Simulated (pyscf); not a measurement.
5 gas-phase steps of one pattern: four-centre exchange on the singlet surface, As–H + Ga–H or As–H + H–In or Ga–H + H–P broken and As–Ga + H–H or As–In + H–H or Ga–P + H–H formed. Optimised with ωB97X-D3(BJ)/def2-SVP in PySCF. Electronic energies in kcal/mol, from the separated reactants; ΔE‡ and ΔE at ωB97M-D3(BJ)/def2-TZVP. Rows were drawn at random from the steps of this pattern with a verified saddle, stable references and no exit in the data more than 5 kcal/mol lower.

```
row                                                                                                             step     ΔE   ΔE‡
---  ---------------------------------------------------------------------------------------------------------------  -----  ----
1                 AsH₃ (SMILES [AsH3]) + InH₃ (SMILES [InH3]) → H₂As–InH₂ (SMILES [AsH2][InH2]) + H₂ (SMILES [H][H])  -11.2  23.8
2                 AsH₃ (SMILES [AsH3]) + GaH₃ (SMILES [GaH3]) → H₂Ga–AsH₂ (SMILES [GaH2][AsH2]) + H₂ (SMILES [H][H])   -8.9     ?
3     H₃Si–PH₂ (SMILES [SiH3]P) + GaH₃ (SMILES [GaH3]) → H₃Si–PH–GaH₂ (SMILES [SiH3][PH][GaH2]) + H₂ (SMILES [H][H])   -8.4  21.2
4    AsH₃ (SMILES [AsH3]) + HO–GaH₂ (SMILES [OH][GaH2]) -> HO–GaH–AsH₂ (SMILES [OH][GaH][AsH2]) + H₂ (SMILES [H][H])   -8.3  30.8
5                        PH₃ (SMILES P) + GaH₃ (SMILES [GaH3]) -> H₂P–GaH₂ (SMILES [PH2][GaH2]) + H₂ (SMILES [H][H])   -5.7  24.8
```

Question: Fit ΔE‡ = a + b·ΔE to the other rows and predict row 2.

Answer: Over the 4 complete rows the means are -8.4 (ΔE) and 25.1 (ΔE‡); least squares gives b = 0.22 and a = 27.0 kcal/mol, with residuals of 3.5 kcal/mol (root mean square; largest 5.6, row 4). For row 2: 27.0 + 0.22 × (-8.9) = 25.0 kcal/mol. The computed barrier is 21.1 kcal/mol, 3.9 under the line. The scatter is large against the spread of the barriers, so the line says little here. Each barrier is that of the saddle found. Elements up to Kr have no core potential and no relativistic terms here. Elements past Kr carry the def2 core potentials, without spin-orbit coupling.
